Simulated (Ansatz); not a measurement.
## Rock-salt LiBr: how far can PBE be trusted?

Programs: Ansatz (a quantum-chemistry and plane-wave program).

```
property                                                     PBE     LDA   HSE06  reference  PBE less reference
-------------------------------------------------  -------------  ------  ------  ---------  ------------------
equilibrium lattice constant a (Å)                         5.511   5.310   5.474      5.459             +0.95 %
bulk modulus (GPa)                                          25.7    33.3    27.0       26.3              -2.3 %
cohesive energy (eV/atom)                                   3.04    3.48    3.06       3.27          not scored
band gap (eV), at the measured cell, all with SOC  4.76 (direct)    4.46    5.97       7.6*            -2.84 eV
high-frequency dielectric constant                          3.41    3.69       –      3.16*              +7.9 %
dielectric constant ε0 (ions relaxed)                       17.7    11.6       –       11.9               +49 %
Born effective charge (magnitude) (e)                       1.24    1.21       –          –                   –
zone-centre TO phonon frequency (cm⁻¹)                       141     196     146          –                   –
zone-centre LO phonon frequency (cm⁻¹)                       321     347       –          –                   –
elastic constant C11 (GPa)                                  42.1    62.0    44.8      39.6*          not scored
elastic constant C44 (GPa)                                  19.2    22.1    20.6      19.1*          not scored
Voigt–Reuss–Hill shear modulus (GPa)                        16.0    21.9    17.3          –                   –
formation enthalpy (eV/atom)                              -1.546  -1.597  -1.674    -1.819*          not scored
```

PBE is well off the measurement for the band gap (-2.84 eV); static dielectric constant (+49 %, at least halved by LDA). It does well for the bulk modulus (-2.3 %). In between, or not called against an uncorrected reference: lattice constant a (+0.95 %), high-frequency dielectric constant (+7.9 %). Where no measured value is used, PBE differs from LDA by +2.5 % in the Born effective charge (magnitude); from HSE06 by -3.4 % in the zone-centre TO phonon frequency; from LDA by -7.5 % in the zone-centre LO phonon frequency; from HSE06 by -7.5 % in the Voigt–Reuss–Hill shear modulus.

A star marks values at room or unstated temperature without corrections; heat and zero-point motion as a rule enlarge cells and lower moduli and gaps.

Low-temperature values still hold zero-point motion unless their source removed it.

Called good within 0.30 % for the lattice constant a, 5.0 % for the bulk modulus, 5.0 % for the static dielectric constant.

Called well off beyond 1.67 % for the lattice constant a, 13.3 % for the bulk modulus, 1.33 eV for the band gap, 50 % for the high-frequency dielectric constant, 12.5 % for the static dielectric constant (bounds picked here from the quality of each reference).

Not scored: cohesive energy (spin–orbit coupling left out), elastic constant C11 (one secondary page as the only source), elastic constant C44 (one secondary page as the only source), formation enthalpy (a doubt on the run).

Free atoms are spin-polarised, in the lowest state found; at levels without +SOC their spin–orbit coupling is left out.

Differences are worked out from the printed values.

The references are measured values: lattice constant a low temperature, bulk modulus low temperature, cohesive energy corrected to a static lattice, band gap temperature unstated, high-frequency dielectric constant room temperature, unchecked, static dielectric constant low temperature, elastic constant C11 temperature unstated, elastic constant C44 temperature unstated, formation enthalpy room temperature, unchecked.

Unless a row names a cell, each level is at its own relaxed cell.

Density-functional gaps are differences of (generalised) Kohn–Sham levels.

Caveats: an element's reference phase differs from the standard state of thermochemical tables (PBE, LDA, HSE06); exact exchange on metals is sensitive to the k mesh and can open a false gap (HSE06); the run warned that the count of filled bands differs between k points (HSE06). Ansatz's density-functional and Hartree–Fock values are scalar-relativistic unless marked +SOC, with PAW data made under PBE.

References as tabulated in Doll and Stoll (1998), arXiv:cond-mat/9801031; Harker's crystal data pages; Abedi et al. (2022), arXiv:2211.14644; Li (1976), doi:10.1063/1.555536 and others.
